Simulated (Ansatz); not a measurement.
# BClH₆Si: a barrier at many levels of theory

How high is the barrier of this step (B1–H5 formed, B1–Cl6 tightened, Si2–H5 formed, H5–Cl6 broken), and how far do cheaper methods land from CCSD(T)?

The runs use Ansatz 0.2.0, Gaussian basis; single points in def2-TZVPP on PBE0-D4/def2-TZVP structures.

Levels: SPW92, PBE-D4, BLYP-D4, r2SCAN-D4, B97M-V, PBE0-D4, B3LYP-D4, r2SCAN0-D4, BHLYP-D4, CAM-B3LYP-D4, wB97X-V, wB97M-V, B2PLYP, PBE-QIDH, RPA on PBE, Hartree-Fock, MP2, CCSD, CCSD(T). The reference is CCSD(T) at the basis limit, from triple and quadruple zeta. Zero-point energies come from PBE0-D4 vibrations.

Correlated methods freeze the cores. B3LYP uses VWN-RPA correlation. B2PLYP carries no dispersion term here.

80 further runs of the same task are left out: 80 set aside as unsound or not needed.

## (1) Start, saddle and end, as given

Charge 0, multiplicity 1. The folders r, ts and p hold the start, the saddle and the end; their coordinates stand in the first inputs.

```csv
pair,r (Å),ts (Å),p (Å)
B1–H5,2.700,1.634,1.327
B1–Cl6,2.186,2.278,1.807
Si2–H5,3.036,2.159,1.614
H5–Cl6,1.287,1.369,2.527
```

## (2) SPW92/def2-TZVPP

r/in.yaml reads:

```yaml
crystal:
  periodic: [false, false, false]
  atoms:
    - {symbol: B, position_ang: [-0.993671, -0.371440, 0.195201]}
    - {symbol: Si, position_ang: [0.993772, -0.573064, -0.042294]}
    - {symbol: H, position_ang: [-1.691064, -0.551869, -0.761916]}
    - {symbol: H, position_ang: [-1.479509, -0.600406, 1.266848]}
    - {symbol: H, position_ang: [-0.298169, 2.124154, -0.566854]}
    - {symbol: Cl, position_ang: [-1.170657, 1.803628, 0.323686]}
    - {symbol: H, position_ang: [1.365296, -1.944528, -0.494066]}
    - {symbol: H, position_ang: [1.479096, 0.378544, -1.098143]}
    - {symbol: H, position_ang: [1.794907, -0.265019, 1.177541]}
basis:
  gaussian: {orbitals: def2-TZVPP}
hamiltonian: {xc: lda}
```

ts/in.yaml reads:

```yaml
crystal:
  periodic: [false, false, false]
  atoms:
    - {symbol: B, position_ang: [-0.985593, -0.206753, 0.098847]}
    - {symbol: Si, position_ang: [1.047695, -0.418118, -0.136945]}
    - {symbol: H, position_ang: [-1.603901, -0.440293, -0.892471]}
    - {symbol: H, position_ang: [-1.373348, -0.529679, 1.178216]}
    - {symbol: H, position_ang: [-0.281199, 1.267751, 0.094110]}
    - {symbol: Cl, position_ang: [-1.410433, 2.026991, 0.244591]}
    - {symbol: H, position_ang: [1.122825, -1.906190, -0.170739]}
    - {symbol: H, position_ang: [1.603291, 0.124464, -1.405719]}
    - {symbol: H, position_ang: [1.880666, 0.081828, 0.990110]}
basis:
  gaussian: {orbitals: def2-TZVPP}
hamiltonian: {xc: lda}
```

p/in.yaml reads:

```yaml
crystal:
  periodic: [false, false, false]
  atoms:
    - {symbol: B, position_ang: [-1.109244, 0.205860, 0.219846]}
    - {symbol: Si, position_ang: [1.028719, -0.290766, -0.194645]}
    - {symbol: H, position_ang: [-0.970478, -0.536798, -0.735075]}
    - {symbol: H, position_ang: [-1.764014, -0.310106, 1.077733]}
    - {symbol: H, position_ang: [0.005160, 0.227966, 0.940314]}
    - {symbol: Cl, position_ang: [-1.467599, 1.922012, -0.219534]}
    - {symbol: H, position_ang: [1.011886, -1.767066, -0.211327]}
    - {symbol: H, position_ang: [1.093501, 0.367166, -1.511628]}
    - {symbol: H, position_ang: [2.172069, 0.181731, 0.634316]}
basis:
  gaussian: {orbitals: def2-TZVPP}
hamiltonian: {xc: lda}
```

Each run has its own folder and the same command.

Launch:

```console
ansatz run in.yaml --threads 2 --pin off --events-out ev --progress --plain --max-ram 4352MiB
```

Further steps of the session: PBE-D4/def2-TZVPP; BLYP-D4/def2-TZVPP; r2SCAN-D4/def2-TZVPP; B97M-V/def2-TZVPP; PBE0-D4/def2-TZVPP; B3LYP-D4/def2-TZVPP; r2SCAN0-D4/def2-TZVPP; BHLYP-D4/def2-TZVPP; CAM-B3LYP-D4/def2-TZVPP; wB97X-V/def2-TZVPP; wB97M-V/def2-TZVPP; B2PLYP/def2-TZVPP; PBE-QIDH/def2-TZVPP; RPA on PBE/def2-TZVPP; CCSD(T)/def2-TZVPP; MP2/def2-QZVPP; Vibrations of the start structure; Vibrations of the end structure.

Before running it: what results should come out? Wanted: barrier, CCSD(T)/CBS; reverse barrier, CCSD(T)/CBS; step energy, CCSD(T)/CBS; barrier with zero-point energy; step energy with zero-point energy; imaginary mode at the saddle; largest T1 diagnostic.

The runs gave:

```
                          quantity           value
              barrier, CCSD(T)/CBS   10.1 kcal/mol
      reverse barrier, CCSD(T)/CBS   33.5 kcal/mol
          step energy, CCSD(T)/CBS  -23.4 kcal/mol
    barrier with zero-point energy    8.7 kcal/mol
step energy with zero-point energy  -21.2 kcal/mol
      imaginary mode at the saddle       352i cm⁻¹
             largest T1 diagnostic           0.013
```

What this shows: The functionals run from CAM-B3LYP-D4, off by -0.1 kcal/mol, to SPW92, off by -5.7 kcal/mol, against CCSD(T)/CBS. By rung, the mean size of the error is: LDA 5.7, GGA 4.0, meta-GGA 2.5, hybrid 1.8, range-separated hybrid 0.2, double hybrid 0.8 kcal/mol. PBE-D4 gives a barrier 4.7 kcal/mol too low, outside chemical accuracy (1 kcal/mol). Every functional without exact exchange puts the barrier too low, the usual mark of self-interaction error, which favours the spread-out density of a saddle. The barrier rises with the share of exact exchange, from BLYP-D4 through B3LYP-D4 to BHLYP-D4 (-3.2, -1.5, +1.3 kcal/mol). Hartree-Fock, with no correlation, is off by +5.5 kcal/mol. Zero-point motion lowers the barrier by 1.4 kcal/mol.
